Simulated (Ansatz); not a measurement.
# CH5NSi (SMILES CN=[SiH2]): functionals against CCSD(T) at one geometry

One table from this session's results is given with a row withheld; the runs are named, their logs left out.

Program: Ansatz 0.2.0, Gaussian basis. Level of theory: single points in def2-TZVPP. These are calculated values, not measurements.

Cores are frozen in the correlated methods.

## The starting structure

SMILES `CN=[SiH2]`, 8 atoms, charge 0, spin multiplicity 1.

Atoms are counted from 1 here; the program's logs count them from 0.

Bond lengths: C1–N2 1.532 Å, C1–H4 1.074 Å, C1–H5 1.153 Å, C1–H6 1.101 Å, N2–Si3 1.547 Å, Si3–H7 1.460 Å, Si3–H8 1.516 Å. Angles: N2–C1–H4 102.8°, N2–C1–H5 102.8°, N2–C1–H6 106.0°, H4–C1–H5 120.8°, H4–C1–H6 107.3°, H5–C1–H6 115.3°, C1–N2–Si3 141.4°, N2–Si3–H7 117.0°, N2–Si3–H8 135.0°, H7–Si3–H8 107.7°.

As a file:

| atom | x (Å) | y (Å) | z (Å) |
| --- | --- | --- | --- |
| C1 | -0.6908 | 1.0643 | -0.5883 |
| N2 | 0.4768 | 0.1785 | -0.1415 |
| Si3 | 0.7746 | -1.1425 | 0.6063 |
| H4 | -1.2963 | 0.3883 | -1.1630 |
| H5 | -0.1579 | 1.9541 | -1.0928 |
| H6 | -1.2535 | 1.3104 | 0.3259 |
| H7 | 2.1769 | -1.5239 | 0.7462 |
| H8 | -0.0682 | -2.2768 | 1.1540 |

The first run:

Contents of run/in.yaml:

```yaml
crystal:
  periodic: [false, false, false]
  atoms:
    - {symbol: C, position_ang: [-0.690800, 1.064300, -0.588300]}
    - {symbol: N, position_ang: [0.476800, 0.178500, -0.141500]}
    - {symbol: Si, position_ang: [0.774600, -1.142500, 0.606300]}
    - {symbol: H, position_ang: [-1.296300, 0.388300, -1.163000]}
    - {symbol: H, position_ang: [-0.157900, 1.954100, -1.092800]}
    - {symbol: H, position_ang: [-1.253500, 1.310400, 0.325900]}
    - {symbol: H, position_ang: [2.176900, -1.523900, 0.746200]}
    - {symbol: H, position_ang: [-0.068200, -2.276800, 1.154000]}
basis:
  gaussian: {orbitals: def2-TZVPP}
correlation: {method: ccsd_t}
output: {forces: true}
```

The command line of these runs was not kept.

Steps of the session up to this table: CCSD(T)/def2-TZVPP; PBE0-D4/def2-TZVPP; wB97M-V/def2-TZVPP; r2SCAN-D4/def2-TZVPP; PBE-D4/def2-TZVPP; HSE06-D4/def2-TZVPP; SPW92/def2-TZVPP.

One of the session's tables, all rows but one given; the rest of the session is left out.

```
   method  RMS force component (eV/Å)  angle to CCSD(T) forces (°)  dipole (D)
  CCSD(T)                       1.236                    reference        1.37
  PBE0-D4                       1.206                          9.2        1.46
  wB97M-V                       1.142                          9.1        1.54
r2SCAN-D4                       1.189                          5.1        1.35
   PBE-D4                       1.248                          6.6        1.28
 HSE06-D4                       1.209                          9.0        1.45
    SPW92                           ?                            ?           ?
```

Estimate the missing values for SPW92.

**Answer.** RMS force component (eV/Å): 1.262; angle to CCSD(T) forces (°): 12.2; dipole (D): 1.33. In the column «RMS force component (eV/Å)» it is the highest.
